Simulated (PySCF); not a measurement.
Compound: 1-buten-3-yne, C4H4.
SMILES with atom numbers: `[CH:1]#[C:2][CH:3]=[CH2:4]`

Structure used (PBE0-D3(BJ)/def2-SVP), in Å, numbered top down from 1:
```
atom  x, y, z in Å
C1     0.8180    0.4073    1.9474
C2     0.1612    0.2261    0.9425
C3    -0.6313    0.0204   -0.2223
C4    -0.1474   -0.3645   -1.4119
H5     1.4017    0.5668    2.8350
H6    -1.7078    0.1966   -0.1085
H7     0.9195   -0.5488   -1.5605
H8    -0.8135   -0.5038   -2.2665
```

The computed photoelectron lines, unassigned: C 1s: 290.28 (area 1), 290.49 (area 1), 290.87 (area 1), 291.48 (area 1) eV.

Computed with delta-SCF UKS SCAN, pcX-2 on the ionised atom, pcseg-1 elsewhere, spin-free X2C (PySCF). Isolated species at its PBE0-D3(BJ)/def2-SVP geometry, gas phase.

Q: Order the carbon atoms by C 1s binding energy.

A: 290.28 eV: C1 (terminal alkyne carbon); 290.49 eV: C4 (terminal =CH2 carbon); 290.87 eV: C2 (alkyne carbon); 291.48 eV: C3 (alkene CH carbon). Lowest listed C 1s: C1, bonded to C (triple bond) and H. Highest, 1.20 eV above it: C3, bonded to C (double bond), C and H. The widest gap between neighbouring values is 0.61 eV, between 290.87 and 291.48 eV.

Bonded neighbours of each site: C1: C (triple bond) and H; C2: C (triple bond) and C; C3: C (double bond), C and H; C4: C (double bond) and 2 H.

Q: What is the longest wavelength that can ionise C 1s of C4 vertically?

A: λ = hc/E = 12398.42 eV Å / 290.49 eV = 42.681 Å.

The unrestricted hole states depart most from a pure doublet (⟨S²⟩ = 0.75; over 0.85 named) for C 1s of C1 (0.86), C 1s of C2 (0.93) and C 1s of C3 (0.91), which makes these values less certain.
